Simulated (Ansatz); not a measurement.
Reaction: CH5N (methanamine, SMILES CN) → CH4N (SMILES [CH2]N, doublet) + H (doublet) (the C-H bond breaks)
Each species at its own B3LYP-D3(BJ)/def2-TZVP minimum (Ansatz, an electronic-structure program).

Wanted: bond dissociation energy (electronic), in kcal/mol. Radicals and triplets start from unrestricted determinants; spin-orbit coupling is neglected. CBS(X,Y): correlation extrapolated as X^-3, Hartree-Fock from the larger set (Q,5: extrapolated as (X+1)exp(-9√X)). A bracket is a step between two methods taken in the basis named. Functionals run without relativity, which enters their misses. Double hybrids freeze cores in their MP2 part. 'core' is core correlation in cc-pwCVTZ, 'X2C' scalar relativity in cc-pVTZ-DK, both at CCSD(T). Where a partner has so few electrons that a lower coupled-cluster level is exact, that level stands in.

CCSD(T)/CBS(cc-pVQZ,cc-pV5Z) + [CCSDT(Q) - CCSD(T)]/cc-pVDZ + core + X2C (Ansatz) gives 100.1 kcal/mol.

Q: How far off this value is PBE/def2-TZVPD (Ansatz), in which direction, and which of these levels come nearer: B3LYP/def2-TZVPD, B2PLYP/def2-TZVPD, CCSD(T)/CBS(cc-pVQZ,cc-pV5Z) + core + X2C?

A: PBE gives 94.5 kcal/mol, 5.6 kcal/mol below it. Differences of the others: B3LYP/def2-TZVPD (Ansatz) -3.6; B2PLYP/def2-TZVPD (Ansatz) -3.2; CCSD(T)/CBS(cc-pVQZ,cc-pV5Z) + core + X2C (Ansatz) 0.1 kcal/mol. Nearer than PBE: B3LYP/def2-TZVPD, B2PLYP/def2-TZVPD, CCSD(T)/CBS(cc-pVQZ,cc-pV5Z) + core + X2C.
